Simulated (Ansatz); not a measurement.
**Reading a saddle point**

A first-order saddle point of BH$_{2}$SF, closed shell, PBE0-D4/def2-TZVP, with one imaginary mode of 525i cm⁻¹:

```xyz
5
angstrom
B -0.1281 0.4360 0.3429
F 0.8846 -0.8469 0.0077
S -1.2334 0.3592 -0.9127
H 0.2002 -0.8915 -0.7665
H 0.2767 0.9431 1.3284
```

Ansatz 0.2.0; basis: def2-TZVPP and def2-QZVPP; cores frozen in the correlated methods. Extrapolation: Hartree–Fock as exp(−7.88 √X), correlation as X^−2.97.

Q: Which contacts change along the imaginary mode, and what lies on either side? (Judge from chemistry; the calculation decides.)

A: The calculation gives: The step is BH₂SF ([F][BH][SH]) → BHS ([BH][S]) + HF, with the molecules in contact on both sides. Shortening one way: F2–H4; lengthening the same way: B1–F2, S3–H4.
| pair | one side (Å) | saddle (Å) | other side (Å) |
| --- | --- | --- | --- |
| F2–H4 | 2.64 | 1.03 | 0.93 |
| B1–F2 | 1.32 | 1.67 | 3.16 |
| S3–H4 | 1.35 | 1.91 | 2.40 |

Q: Which side is lower, and how far does the saddle lie above each? (Judge from chemistry; the value comes from the calculation.)

A: By the calculation: The side with B1–F2, S3–H4 short is lower by 1.686 eV; the saddle lies 2.312 eV above it and 0.626 eV above the other (CCSD(T) at an estimated basis limit (MP2 extrapolated from triple and quadruple zeta, plus CCSD(T) − MP2 in triple zeta); electronic energies).

No T1 diagnostic of these runs exceeds 0.017.

Labels in which every atom is bracketed show which atoms are joined, not bond orders.

For scale, one of the runs: CCSD(T)/def2-TZVPP, 132 basis functions, launched by `ansatz run in.yaml --threads 2 --pin off --events-out ev --progress --plain --max-ram 4352MiB`. Time: 10 s of wall clock on 2 CPU threads of an Arm Neoverse V1; the host was shared. Peak host memory: 0.66 GiB.
